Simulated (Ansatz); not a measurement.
**Two structures, one formula**

The two ends of one reaction step of SiH$_{4}$S$_{2}$, singlet (PBE0-D4/def2-TZVP).

A:

| atom | x (Å) | y (Å) | z (Å) |
| --- | --- | --- | --- |
| Si1 | -0.1551 | -0.3068 | 0.5135 |
| S2 | 1.5753 | -0.7733 | -0.6402 |
| S3 | -1.3024 | 1.3130 | -0.2631 |
| H4 | -1.4752 | 0.7495 | -1.4710 |
| H5 | -0.9099 | -1.5820 | 0.5352 |
| H6 | 0.1775 | 0.1335 | 1.8889 |
| H7 | 2.0898 | 0.4661 | -0.5633 |

B:

| atom | x (Å) | y (Å) | z (Å) |
| --- | --- | --- | --- |
| Si1 | -0.6371 | -0.1432 | 0.7951 |
| S2 | 1.2280 | -0.3464 | -0.8564 |
| S3 | -1.7317 | 1.3896 | 0.2360 |
| H4 | 0.3684 | -0.2005 | -1.8813 |
| H5 | -1.0184 | -1.5675 | 0.5775 |
| H6 | 0.3337 | -0.1101 | 1.9255 |
| H7 | 1.4571 | 0.9781 | -0.7963 |

Ansatz 0.2.0; basis: def2-TZVPP; cores frozen in the correlated methods. B3LYP uses VWN-RPA correlation.

(1) Which structure is lower at CCSD(T), and by how much? (To be estimated.)

The T1 diagnostic stays at or below 0.014.

Answers

(1) By the calculation: A, by 32.46 kcal/mol (electronic energy, against the other). By their contacts, A is SiH₄S₂ ([SH][SiH2][SH]) and B is SiH₄S₂ ([S][SiH2][SH2]).

All methods give the same order:

```
      method  E(B) − E(A) (kcal/mol)
       SPW92                   30.07
      PBE-D4                   29.59
     BLYP-D4                   28.95
   r2SCAN-D4                   30.98
      B97M-V                   30.95
     PBE0-D4                   31.86
    B3LYP-D4                   30.98
  r2SCAN0-D4                   32.45
    BHLYP-D4                   33.37
CAM-B3LYP-D4                   32.77
     wB97X-V                   33.57
     wB97M-V                   32.23
      B2PLYP                   31.57
    PBE-QIDH                   33.09
  RPA on PBE                   31.81
          HF                   35.40
         MP2                   32.07
        CCSD                   33.40
     CCSD(T)                   32.46
```

Labels in which every atom is bracketed show which atoms are joined, not bond orders.

For scale, one of the runs: CCSD(T)/def2-TZVPP, 182 basis functions, launched by `ansatz run in.yaml --threads 2 --pin off --events-out ev --progress --plain --max-ram 4352MiB`. Hardware: 2 CPU threads of an Intel Xeon Platinum 8175M, shared host. Wall time 24 s; peak host memory 1.6 GiB.
